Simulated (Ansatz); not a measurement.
# NOF (nitrosyl fluoride) at 6 levels

Aim: a comparison of 6 runs (UHF/STO-3G, B2PLYP/STO-3G, r2SCAN/STO-3G, UMP2/STO-3G, UCCSD(T)/STO-3G, FCI/STO-3G) of NOF (nitrosyl fluoride). 

Program for the calculation: Ansatz 0.2.0.

63 further runs of the same task are left out: 16 that didn't finish, 47 set aside as unsound or not needed.

**1. The structure to begin with**

The species is NOF (3 atoms), meant as a singlet with charge 0. SMILES: `O=NF`. The N2–O1 distance was set to 1.408 Å, away from the relaxed value.

Bond lengths: O1–N2 1.408 Å, N2–F3 1.483 Å. Angles: O1–N2–F3 110.4°.

**2. A single-point energy at UHF/STO-3G (run 1)**

File job.yaml:

```yaml
crystal:
  periodic: [false, false, false]
  atoms:
    - {symbol: O, position_ang: [1.048178, 0.424320, 0.623430]}
    - {symbol: "N", position_ang: [0.148930, -0.482540, 0.029910]}
    - {symbol: F, position_ang: [-1.017290, 0.239580, -0.534650]}
basis:
  gaussian:
    orbitals: STO-3G
total_charge: 0
magnetization:
  spin_polarized: true
hamiltonian:
  xc: hf
accuracy: high
```

The run is started by

```bash
ansatz run job.yaml --threads 1 --pin off --max-ram 3480MiB --events-out events.jsonl --progress --plain --runs-dir runs
```

The program printed:

```text
Warning: RAYON_NUM_THREADS=1 ignored (pool sized by the plan → 1); use --threads N
Functional definition: HF
  name "HF"
  exchange = exact_x
  correlation = 0
250 factors; integrals over basis functions are off by at most 4.4e-8 eV
mean field evaluation 1: about -6128.7084 eV, gradient 3.1e1 eV
mean field evaluation 2: about -6128.8197 eV, gradient 3.1e1 eV
mean field evaluation 4: about -6134.9722 eV, gradient 3.2e0 eV
mean field evaluation 8: about -6135.1439 eV, gradient 1.1e-1 eV
mean field evaluation 16: about -6135.1368 eV, gradient 2.3e-8 eV
mean field evaluation 32: about -6135.3043 eV, gradient 3.8e-1 eV
mean field evaluation 64: about -6136.8877 eV, gradient 9.3e-1 eV
mean field evaluation 96: about -6128.1626 eV, gradient 1.6e1 eV
mean field evaluation 128: about -6137.1806 eV, gradient 1.6e0 eV
mean field evaluation 160: about -6128.7018 eV, gradient 3.1e1 eV
mean field -6137.25845129 eV, -225.5400881016 hartree, gradient 4.8e-8 eV, S^2 0.928772; 10 other end points of the search recorded, 0 dependent functions left out
reference -6137.25845129 eV, -225.5400881016 hartree; 12, 12 occupied and 3, 3 virtual orbitals, 250 factors
Total energy: -6137.25845129 eV, -225.5400881016 hartree
```

Run time: 0.26 s. Hardware: 1 thread of Intel Xeon Platinum 8488C (Sapphire Rapids), shared host.

**3. A single-point energy at B2PLYP/STO-3G (run 2)**

File run.yaml:

```yaml
basis:
  gaussian:
    orbitals: STO-3G
crystal:
  periodic: [false, false, false]
  atoms:
    - {symbol: O, position_ang: [1.048178, 0.424320, 0.623430]}
    - {symbol: N, position_ang: [0.148930, -0.482540, 0.029910]}
    - {symbol: F, position_ang: [-1.017290, 0.239580, -0.534650]}
correlation:
  frozen_orbitals: {F: 1, "N": 1, O: 1}
hamiltonian:
  xc: {name: B2PLYP}
accuracy: high
```

The run is started by

```bash
ansatz run run.yaml --threads 1 --pin off --max-ram 3480MiB --events-out events.jsonl --progress --plain --runs-dir runs
```

The program printed:

```text
Warning: RAYON_NUM_THREADS=1 ignored (pool sized by the plan → 1); use --threads N
Functional definition: B2PLYP
  name "B2PLYP"
  parameter a = 0.53
  parameter c = 0.27
  exchange = (1 - a)*b88_x + a*exact_x
  correlation = (1 - c)*lyp_c + c*(mp2_os + mp2_ss)
250 factors; integrals over basis functions are off by at most 4.4e-8 eV
mean field evaluation 1: about -6149.7005 eV, gradient 3.7e1 eV
mean field evaluation 2: about -6149.7204 eV, gradient 3.7e1 eV
mean field evaluation 4: about -6153.3203 eV, gradient 1.1e1 eV
mean field evaluation 8: about -6153.8153 eV, gradient 1.8e-1 eV
mean field evaluation 16: about -6153.8154 eV, gradient 4.9e-6 eV
mean field -6153.81543844 eV, -226.1485461567 hartree, gradient 3.5e-8 eV, S^2 0.000000; 0 other end points of the search recorded, 0 dependent functions left out; unrestricted orbitals would lower it
3 core orbitals not correlated: weight in the atoms' cores, before any rotation towards them, 1.000 or more for the frozen orbitals, at most 0.000 for the correlated occupied ones
reference -6153.81544808 eV, -226.1485465109 hartree; 9, 9 occupied and 3, 3 virtual orbitals, 250 factors
second order -8.78826305 eV of doubles, -0.00000000 eV of singles
Total energy: -6156.18827910 eV, -226.2357464426 hartree
```

It took 0.67 s on 1 thread of Intel Xeon Platinum 8488C (Sapphire Rapids), shared host; peak memory 0.094 GiB.

Runs 3 to 4 aren't shown in full; the table further down has their settings and results.

**4. A single-point energy at UCCSD(T)/STO-3G (run 5)**

File input.yaml:

```yaml
crystal:
  periodic: [false, false, false]
  atoms:
    - {symbol: O, position_ang: [1.048178, 0.424320, 0.623430]}
    - {symbol: "N", position_ang: [0.148930, -0.482540, 0.029910]}
    - {symbol: F, position_ang: [-1.017290, 0.239580, -0.534650]}
basis:
  gaussian:
    orbitals: STO-3G
magnetization:
  spin_polarized: true
correlation:
  method: ccsd_t
  frozen_orbitals: {F: 1, "N": 1, O: 1}
accuracy: high
scf:
  omitted_lower_state_checks: [cluster_reference, increment]
```

The run is started by

```bash
ansatz run input.yaml --threads 1 --pin off --max-ram 3480MiB --events-out events.jsonl --progress --plain --runs-dir runs
```

The program printed:

```text
Warning: RAYON_NUM_THREADS=1 ignored (pool sized by the plan → 1); use --threads N
[... 18 lines left out ...]
3 core orbitals not correlated: weight in the atoms' cores, before any rotation towards them, 1.000 or more for the frozen orbitals, at most 0.000 for the correlated occupied ones
[... 38 lines left out ...]
Total energy: -6141.74841777 eV, -225.7050913266 hartree
Checks for a lower state left out: cluster_reference, increment
```

Run time: 0.79 s. Hardware: 1 thread of Intel Xeon Platinum 8488C (Sapphire Rapids), shared host.

**5. A single-point energy at FCI/STO-3G (run 6)**

File input.yaml:

```yaml
crystal:
  periodic: [false, false, false]
  atoms:
    - symbol: O
      position_ang: [1.048178, 0.424320, 0.623430]
    - symbol: "N"
      position_ang: [0.148930, -0.482540, 0.029910]
    - symbol: F
      position_ang: [-1.017290, 0.239580, -0.534650]
basis:
  gaussian:
    orbitals: STO-3G
correlation:
  method: fci
  frozen_orbitals: {F: 1, "N": 1, O: 1}
accuracy: high
```

The run is started by

```bash
ansatz run input.yaml --threads 1 --pin off --max-ram 3480MiB --events-out events.jsonl --progress --plain --runs-dir runs
```

The program printed:

```text
Warning: RAYON_NUM_THREADS=1 ignored (pool sized by the plan → 1); use --threads N
[... 4 set-up lines as earlier in the session ...]
250 factors; integrals over basis functions are off by at most 4.4e-8 eV
mean field evaluation 1: about -6128.7084 eV, gradient 4.3e1 eV
mean field evaluation 2: about -6128.8197 eV, gradient 4.3e1 eV
mean field evaluation 4: about -6134.9722 eV, gradient 4.5e0 eV
mean field evaluation 8: about -6135.1355 eV, gradient 2.8e-1 eV
mean field evaluation 16: about -6130.5909 eV, gradient 4.6e-2 eV
mean field -6135.13677505 eV, -225.4621179381 hartree, gradient 2.3e-8 eV, S^2 0.000000; 2 other end points of the search recorded, 0 dependent functions left out; unrestricted orbitals would lower it
mean field evaluation 32: about -6137.1206 eV, gradient 3.5e0 eV
unrestricted determinant -6137.25845129 eV, -225.5400881016 hartree, S^2 0.9288
3 core orbitals not correlated: weight in the atoms' cores, before any rotation towards them, 1.000 or more for the frozen orbitals, at most 0.000 for the correlated occupied ones
reference -6135.13677505 eV, -225.4621179381 hartree; 9, 9 occupied and 3, 3 virtual orbitals, 250 factors
state -6141.91842040 eV, -225.7113388080 hartree
Total energy: -6141.91842040 eV, -225.7113388080 hartree
```

Run time: 0.46 s. Hardware: 1 thread of Intel Xeon Platinum 8488C (Sapphire Rapids), shared host.

**6. Overview of the runs**

```tsv
run	level	frozen core orbitals	energy (Eh)	wall time
1	UHF/STO-3G	–	-225.540088	0.26 s
2	B2PLYP/STO-3G	3	-226.235746	0.67 s
3	r2SCAN/STO-3G	–	-226.452404	1 s
4	UMP2/STO-3G	3	-225.621043	0.42 s
5	UCCSD(T)/STO-3G	3	-225.705091	0.79 s
6	FCI/STO-3G	3	-225.711339	0.46 s
```

**7. Summary of results**

| quantity | value |
| --- | --- |
| run 6: total energy | -225.71134 Eh |
| run 6: correlation energy (3 core orbitals frozen) | -249.2 mEh |

Against full CI in this basis: UHF +171.3 mEh; UMP2 +90.3 mEh; UCCSD(T) +6.2 mEh. Totals of different functionals can't be ranked against each other. In run 2 the log says that unrestricted orbitals would lower the reference, so the values rest on an unstable closed-shell determinant (other closed-shell runs at this shape may share the fault). In runs 1, 2, 3, 4, 5, 6 the basis is minimal, so the values are rough. Spin contamination of the reference: run 1 ⟨S²⟩ = 0.93, run 4 ⟨S²⟩ = 0.93, run 5 ⟨S²⟩ = 0.93. Where it is this large, the reference is a mixture of spin states, and values that rest on it are in doubt. All runs together took 3.6 s, the longest 1 s.
